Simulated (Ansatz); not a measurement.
This script for the Python package of Ansatz (0.2.0) starts 5 runs on ClF. What input does the engine get in each?

Script `run_dimer.py`:
```python
# -*- coding: utf-8 -*-
"""Binding of a ClF dimer at a trial geometry."""

import ansatz as az

FIRST = [
    ("Cl", (0.0, 0.0, -0.7925)),
    ("F", (0.0, 0.0, 0.7925)),
]
SECOND = [
    ("Cl", (0.626, -2.672, 1.7274)),
    ("F", (0.4098, -3.9547, 2.6331)),
]

def energy(atoms, ghosts=()):
    molecule = az.Crystal.molecule()
    for symbol, xyz in atoms:
        molecule = molecule.atom(symbol, xyz)
    calc = (
        molecule.calculation()
        .basis(gaussian="def2-SVPD")
        .correlation("mp2")
    )
    deck = calc.input()
    if ghosts:
        deck = deck.set(az.key.basis.gaussian.ghost_atoms, [{"symbol": s, "position_ang": list(xyz)} for s, xyz in ghosts])
    return az.Session.from_dict(deck).plan().execute().report["free_energy_ev"]

# ghost atoms carry the functions of the partner
both = energy(FIRST + SECOND)
alone = energy(FIRST) + energy(SECOND)
ghosted = energy(FIRST, SECOND) + energy(SECOND, FIRST)
print(f"dimer {both:.6f} eV")
print(f"interaction, uncorrected   {96.485332 * (both - alone):8.3f} kJ/mol")
print(f"interaction, counterpoise  {96.485332 * (both - ghosted):8.3f} kJ/mol")
print(f"basis-set superposition    {96.485332 * (alone - ghosted):8.3f} kJ/mol")
```

Run 1:
```yaml
crystal:
  periodic: [false, false, false]
  atoms:
    - { symbol: Cl, position_ang: [0.0, 0.0, -0.7925] }
    - { symbol: F, position_ang: [0.0, 0.0, 0.7925] }
    - { symbol: Cl, position_ang: [0.626, -2.672, 1.7274] }
    - { symbol: F, position_ang: [0.4098, -3.9547, 2.6331] }
basis:
  gaussian:
    orbitals: def2-SVPD
correlation:
  method: mp2
```

Run 2, against run 1:
```diff
-    - { symbol: Cl, position_ang: [0.626, -2.672, 1.7274] }
-    - { symbol: F, position_ang: [0.4098, -3.9547, 2.6331] }
```

Run 3, against run 1:
```diff
-    - { symbol: Cl, position_ang: [0.0, 0.0, -0.7925] }
-    - { symbol: F, position_ang: [0.0, 0.0, 0.7925] }
```

Run 4, against run 1:
```diff
-    - { symbol: Cl, position_ang: [0.626, -2.672, 1.7274] }
-    - { symbol: F, position_ang: [0.4098, -3.9547, 2.6331] }
+    ghost_atoms:
+      - { symbol: Cl, position_ang: [0.626, -2.672, 1.7274] }
+      - { symbol: F, position_ang: [0.4098, -3.9547, 2.6331] }
```

Run 5, against run 1:
```diff
-    - { symbol: Cl, position_ang: [0.0, 0.0, -0.7925] }
-    - { symbol: F, position_ang: [0.0, 0.0, 0.7925] }
+    ghost_atoms:
+      - { symbol: Cl, position_ang: [0.0, 0.0, -0.7925] }
+      - { symbol: F, position_ang: [0.0, 0.0, 0.7925] }
```

`python run_dimer.py` gives:
```text
dimer -30420.478055 eV
interaction, uncorrected     -8.003 kJ/mol
interaction, counterpoise    -1.573 kJ/mol
basis-set superposition       6.430 kJ/mol
```

Uncorrected it is -8.003 kJ/mol, with the counterpoise correction -1.573 kJ/mol; the difference, 6.43 kJ/mol, is the superposition error.

What to keep in mind:
- Total energies depend on the basis set; only differences at equal settings carry meaning.
- The dimer is a generated trial pose of unrelaxed monomers, not a minimum, so the figure is no binding energy, and the basis set is small.
- The spin state was assumed, and another may lie lower.
- Run time: 3.1 s on 1 thread of Arm Neoverse V2 (shared host), peak memory 0.22 GiB.
